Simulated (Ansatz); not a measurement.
in.yaml

```yaml
crystal:
  periodic: [false, false, false]
  atoms:
    - {symbol: B, position_ang: [0.000000, 0.000000, 0.000000]}
    - {symbol: N, position_ang: [0.000000, 0.000000, 2.455000]}
basis:
  gaussian: {orbitals: def2-TZVP}
magnetization: {spin_polarized: false, initial_magnetization: 2}
correlation: {method: ccsd, electrons: valence}
accuracy: high
scf: {lower_state_search: off}
```

```sh
$ ansatz run in.yaml --threads 1 --pin off --events-out ev --progress --plain --max-ram 2393MiB
```

Question: Roughly how long does this take on 1 thread of Arm Neoverse V2, shared host, and how much host memory?

Answer: 3.6 s wall and 0.27 GiB.

```
these checks for a lower state are left out or cut short: stability, starts, cluster_reference, orbital_swaps, neighbouring_geometries, increment
845 factors; integrals over basis functions are off by at most 3.3e-9 eV
mean field evaluation 1: about -2142.2258 eV, gradient 2.0e1 eV
mean field evaluation 2: about -2142.2265 eV, gradient 2.0e1 eV
mean field evaluation 4: about -2144.0080 eV, gradient 1.0e1 eV
mean field evaluation 8: about -2144.5831 eV, gradient 2.3e0 eV
mean field evaluation 16: about -2144.5706 eV, gradient 3.1e0 eV
mean field -2144.73314541 eV, -78.8174893414 hartree, gradient 3.3e-8 eV, S^2 2.000000; 0 other end points of the search recorded, 0 dependent functions left out
2 core orbitals not correlated: weight in the atoms' cores, before any rotation towards them, 1.000 or more for the frozen orbitals, at most 0.000 for the correlated occupied ones
reference -2144.73314541 eV, -78.8174893414 hartree; 5, 3 occupied and 55, 57 virtual orbitals, 845 factors
second order -5.07427353 eV of doubles, -0.13328989 eV of singles
cycle   1  -5.86925365 eV  change   -6.6e-1 eV  update   1.1e-1
cycle   2  -6.26055143 eV  change   -3.9e-1 eV  update   6.1e-2
cycle   3  -6.43653210 eV  change   -1.8e-1 eV  update   5.7e-2
cycle   4  -6.50693206 eV  change   -7.0e-2 eV  update   4.5e-2
cycle   5  -6.60509372 eV  change   -9.8e-2 eV  update   4.2e-2
...
cycle  42  -7.14836596 eV  change    6.6e-8 eV  update   4.9e-8
cycle  43  -7.14836581 eV  change    1.5e-7 eV  update   3.6e-8
cycle  44  -7.14836580 eV  change    7.9e-9 eV  update   2.0e-8
cycle  45  -7.14836576 eV  change    4.0e-8 eV  update   1.4e-8
cycle  46  -7.14836576 eV  change    5.7e-9 eV  update   8.2e-9
cycle  47  -7.14836575 eV  change    4.0e-9 eV  update   4.3e-9
cycle  48  -7.14836575 eV  change   7.9e-10 eV  update   2.2e-9
cycle  49  -7.14836575 eV  change    3.0e-9 eV  update   1.5e-9
cycle  50  -7.14836575 eV  change    1.8e-9 eV  update  8.2e-10
cycle  51  -7.14836575 eV  change   7.3e-10 eV  update  4.2e-10
Total energy: -2151.88151116 eV, -79.0801869373 hartree
Checks for a lower state left out: stability, starts, cluster_reference, orbital_swaps, neighbouring_geometries, increment
```

The T1 diagnostic is 0.285, too large for the energy to be relied on.
